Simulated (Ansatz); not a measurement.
Input file for Ansatz (a quantum-chemistry and plane-wave program): R-PBE0/def2-TZVPPD on C2H2 (SMILES C#C) with ghost functions. Files ending in .json are basis or fitting sets from the Basis Set Exchange.

Ansatz 0.2 input:
```yaml
crystal:
  periodic: [false, false, false]
  atoms:
    - {symbol: C, position_ang: [-1.24440105, 0.05168443, 0.04046769]}
    - {symbol: H, position_ang: [-0.17853105, 0.02131243, 0.01587469]}
    - {symbol: C, position_ang: [-2.45627805, 0.08542543, 0.06783969]}
    - {symbol: H, position_ang: [-3.51681105, 0.11577743, 0.09244069]}
basis:
  gaussian:
    orbitals: def2-TZVPPD.json
    ghost_atoms:
      - {symbol: O, position_ang: [2.60853095, -0.08566257, -0.06768431]}
      - {symbol: H, position_ang: [3.17888795, -0.67543157, 0.42934269]}
      - {symbol: H, position_ang: [3.18052695, 0.26532543, -0.75305631]}
hamiltonian:
  xc: {name: PBE0}
scf: {lower_state_search: off}
```

The head of its log:

```
WARN ansatz: RAYON_NUM_THREADS=1 ignored (pool sized by the plan → 1); use --threads N
Functional definition: PBE0
these checks for a lower state are left out or cut short: stability, starts, cluster_reference, orbital_swaps, neighbouring_geometries, increment
integrals: 0.05 GiB planned
752 factors; their error is unknown
mean field: 0.56 GiB planned
mean field evaluation 1: about -2098.4858 eV, gradient 4.0e1 eV
mean field evaluation 2: about -2098.5912 eV, gradient 3.8e1 eV
```

Question: What total energy does the run end on?

Answer: -77.2567 hartree.
